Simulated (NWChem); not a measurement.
System: hydrogen fluoride (HF); SMILES F

Here is an NWChem input.

```
start job
memory heap 200 mb stack 900 mb global 1100 mb
geometry units angstroms noautoz
  F      0.000000     0.000000     0.087132
  H      0.000000     0.000000    -0.833067
end
basis spherical
  * library def2-tzvpd
end
dft
  xc slater vwn_5
  iterations 150
  mulliken
end
task dft energy
```

All runs use the structure optimised with PBE0/def2-SVP.

Question: Give the results of this calculation. (LDA (Slater exchange, VWN5)/def2-TZVPD.) Quantities: energy (Ha); highest occupied level (eV); orbital gap (eV); dipole (D).

Answer: 
| Quantity | Result |
|---|---|
| energy (Ha) | -99.84 |
| highest occupied level (eV) | -9.81 |
| orbital gap (eV) | 9.28 |
| dipole (D) | 1.80 |
